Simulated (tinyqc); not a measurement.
Inside a calculation. Method: UHF in the sto-6g basis, for H3O+, spin multiplicity 1. One step of it, computed by the program tinyqc.

Question. Iteration 1: diagonalisation and new density. Diagonalise F' = X^T F X, C = X C', fill 5 alpha and 5 beta electrons from the bottom; D(s) = C_occ C_occ^T. Each column has its largest component positive (the first on a tie).

F(alpha) (hartree), lower triangle:
```
             1O 1s      1O 2s     1O 2px     1O 2py     1O 2pz      2H 1s      3H 1s      4H 1s
1O 1s   -20.040735
1O 2s    -4.901986  -2.519459
1O 2px   -0.004350  -0.040591  -0.690035
1O 2py    0.001743   0.001654   0.004506  -0.676898
1O 2pz   -0.000207   0.144207   0.003693  -0.024448  -0.269885
2H 1s    -1.270366  -1.091546  -0.489483   0.002248   0.147563  -0.718253
3H 1s    -1.269765  -1.081430   0.211350  -0.398876   0.020880  -0.407194  -0.647801
4H 1s    -1.270576  -1.043303   0.207483   0.396698   0.260516  -0.407661  -0.358584  -0.653069
```

F(beta) (hartree), lower triangle:
```
             1O 1s      1O 2s     1O 2px     1O 2py     1O 2pz      2H 1s      3H 1s      4H 1s
1O 1s   -20.040735
1O 2s    -4.901986  -2.519459
1O 2px   -0.004350  -0.040591  -0.690035
1O 2py   -0.001743  -0.001654  -0.004506  -0.676898
1O 2pz   -0.000207   0.144207   0.003693   0.024448  -0.269885
2H 1s    -1.270366  -1.091546  -0.489483  -0.002248   0.147563  -0.718253
3H 1s    -1.270576  -1.043303   0.207483  -0.396698   0.260516  -0.407661  -0.653069
4H 1s    -1.269765  -1.081430   0.211350   0.398876   0.020880  -0.407194  -0.358584  -0.647801
```

X:
```
                1          2          3          4          5          6          7          8
1O 1s   -0.314239   0.000000   0.000559   0.781799   0.588139   0.000000   0.000084   0.124311
1O 2s    1.412470   0.000000  -0.001942  -0.088743   0.151282   0.000000   0.000154   0.404304
1O 2px  -0.001779   0.000000  -0.991430   0.000027  -0.000034   0.000000   0.670650  -0.000125
1O 2py   0.000000   0.991414   0.000000   0.000000   0.000000   0.670768   0.000000   0.000000
1O 2pz  -0.248537   0.000000   0.000297  -0.628824   0.759192   0.000000   0.000002  -0.072234
2H 1s   -0.605489   0.000000   1.033145  -0.117916  -0.087762   0.000000   0.429505   0.301738
3H 1s   -0.608223  -0.894241  -0.515261  -0.117832  -0.087700   0.371829  -0.214611   0.301911
4H 1s   -0.608223   0.894241  -0.515261  -0.117832  -0.087700  -0.371829  -0.214611   0.301911
```

Give: F' = X^T F X; orbital energies; coefficients C; F' = X^T F X; orbital energies; coefficients C; D(alpha) after iteration 1; D(beta) after iteration 1.

Answer.

F' = X^T F X (alpha) (hartree), lower triangle:
```
         1        2        3         4        5        6        7        8
1  -0.1891
2   0.0060   0.2786
3   0.0438   0.0044   0.3175
4   1.4165  -0.1213   0.0022  -11.0413
5   1.0556   0.1507   0.0079   -8.9017  -7.5970
6   0.0060  -0.0721  -0.0029    0.0684  -0.0814  -0.7821
7   0.0029   0.0029   0.0917    0.0073   0.0033   0.0036  -0.7881
8  -0.0733  -0.0007  -0.0116   -3.9271  -3.2708   0.0032  -0.0473  -2.7116
```

orbital energies (alpha) (hartree): MO1 -20.0457, MO2 -1.4341, MO3 -0.8051, MO4 -0.7918, MO5 -0.3105, MO6 0.1809, MO7 0.3402, MO8 0.3529

coefficients C (alpha):
```
            MO1      MO2      MO3      MO4      MO5      MO6      MO7      MO8
1O 1s    0.9956  -0.2349  -0.0125   0.0151  -0.0514  -0.1407   0.0461   0.0025
1O 2s    0.0219   0.9003   0.0568  -0.0662   0.2823   1.0775  -0.3551  -0.0616
1O 2px   0.0003   0.0507  -0.2300   0.7110   0.0148   0.2971   0.8834  -0.0537
1O 2py  -0.0001  -0.0067   0.6601   0.2109  -0.4258   0.1488   0.0122   0.8654
1O 2pz  -0.0013  -0.1123   0.1631   0.0647   0.8868  -0.2854   0.0989   0.3430
2H 1s   -0.0044   0.0949  -0.1107   0.3321  -0.1090  -0.9655  -0.7995   0.1279
3H 1s   -0.0043   0.0656   0.3643  -0.0543   0.1448  -0.6161   0.7054  -0.8331
4H 1s   -0.0043   0.0553  -0.2736  -0.2628  -0.3162  -0.3571   0.7340   0.9049
```

F' = X^T F X (beta) (hartree), lower triangle:
```
         1        2        3         4        5        6        7        8
1  -0.1891
2  -0.0060   0.2786
3   0.0438  -0.0044   0.3175
4   1.4165   0.1213   0.0022  -11.0413
5   1.0556  -0.1507   0.0079   -8.9017  -7.5970
6  -0.0060  -0.0721   0.0029   -0.0684   0.0814  -0.7821
7   0.0029  -0.0029   0.0917    0.0073   0.0033  -0.0036  -0.7881
8  -0.0733   0.0007  -0.0116   -3.9271  -3.2708  -0.0032  -0.0473  -2.7116
```

orbital energies (beta) (hartree): MO1 -20.0457, MO2 -1.4341, MO3 -0.8051, MO4 -0.7918, MO5 -0.3105, MO6 0.1809, MO7 0.3402, MO8 0.3529

coefficients C (beta):
```
            MO1      MO2      MO3      MO4      MO5      MO6      MO7      MO8
1O 1s    0.9956  -0.2349   0.0125   0.0151  -0.0514  -0.1407   0.0461   0.0025
1O 2s    0.0219   0.9003  -0.0568  -0.0662   0.2823   1.0775  -0.3551  -0.0616
1O 2px   0.0003   0.0507   0.2300   0.7110   0.0148   0.2971   0.8834  -0.0537
1O 2py   0.0001   0.0067   0.6601  -0.2109   0.4258  -0.1488  -0.0122  -0.8654
1O 2pz  -0.0013  -0.1123  -0.1631   0.0647   0.8868  -0.2854   0.0989   0.3430
2H 1s   -0.0044   0.0949   0.1107   0.3321  -0.1090  -0.9655  -0.7995   0.1279
3H 1s   -0.0043   0.0553   0.2736  -0.2628  -0.3162  -0.3571   0.7340   0.9049
4H 1s   -0.0043   0.0656  -0.3643  -0.0543   0.1448  -0.6161   0.7054  -0.8331
```

D(alpha) after iteration 1, lower triangle:
```
          1O 1s    1O 2s   1O 2px   1O 2py   1O 2pz    2H 1s    3H 1s   4H 1s
1O 1s    1.0494
1O 2s   -0.2059   0.8983
1O 2px   0.0013  -0.0103   0.5612
1O 2py   0.0182  -0.1027  -0.0085   0.6616
1O 2pz  -0.0215   0.1542   0.0160  -0.2556   0.8299
2H 1s   -0.0147   0.0263   0.2647   0.0428  -0.1039   0.1434
3H 1s   -0.0325   0.1241  -0.1169   0.1669   0.1769  -0.0679   0.1609
4H 1s   -0.0016  -0.0377  -0.1258  -0.1018  -0.3482  -0.0172  -0.1275  0.2470
```

D(beta) after iteration 1, lower triangle:
```
          1O 1s    1O 2s   1O 2px   1O 2py   1O 2pz    2H 1s    3H 1s   4H 1s
1O 1s    1.0494
1O 2s   -0.2059   0.8983
1O 2px   0.0013  -0.0103   0.5612
1O 2py  -0.0182   0.1027   0.0085   0.6616
1O 2pz  -0.0215   0.1542   0.0160   0.2556   0.8299
2H 1s   -0.0147   0.0263   0.2647  -0.0428  -0.1039   0.1434
3H 1s   -0.0016  -0.0377  -0.1258   0.1018  -0.3482  -0.0172   0.2470
4H 1s   -0.0325   0.1241  -0.1169  -0.1669   0.1769  -0.0679  -0.1275  0.1609
```
